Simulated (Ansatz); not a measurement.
Born–Oppenheimer molecular dynamics of BClH₂O (5 atoms, charge 0, multiplicity 1). It starts from a relaxed structure.

Theory: Ansatz 0.2.0, RHF/def2-SVPD.

```
ensemble             : NVT, Nosé–Hoover chain
time step            : 0.5 fs
steps asked          : 150
set temperature      : 300 K
thermostat           : time constant 100 fs, chain length 3
temperature schedule : 37 steps to 300 K, then 113 steps to 600 K
seed                 : 159621
```

First frame:

```xyz
5
Properties=species:S:1:pos:R:3
B 0.016 -0.107 -0.057
H -0.014 -0.078 1.135
Cl 1.568 0.188 -0.870
O -1.055 -0.350 -0.811
H -1.857 -0.500 -0.338
```

Task: How far do the bonds stretch over the last three quarters of this one trajectory? (Pairs bonded in most of those frames.)

Result: 
```csv
bond,mean (Å),spread (Å),shortest,longest
B1–H2,1.194,0.008,1.18,1.21
B1–Cl3,1.774,0.019,1.73,1.82
B1–O4,1.333,0.016,1.31,1.36
O4–H5,0.946,0.016,0.92,0.97
```

Mean temperature of the second half: 154 K. The conserved energy stayed within 0.16 meV per atom of its start (net change 0.058 meV per atom), so the integration is sound. The schedule's set-point averaged 500 K over the second half and the system 154 K, so it lags behind the ramp. A run of 0.075 ps of so small a system gives no equilibrium averages.

The run took 2.3 min on 1 thread of Intel(R) Xeon(R) Platinum 8488C (Sapphire Rapids), on a shared host, peak memory 0.15 GiB.
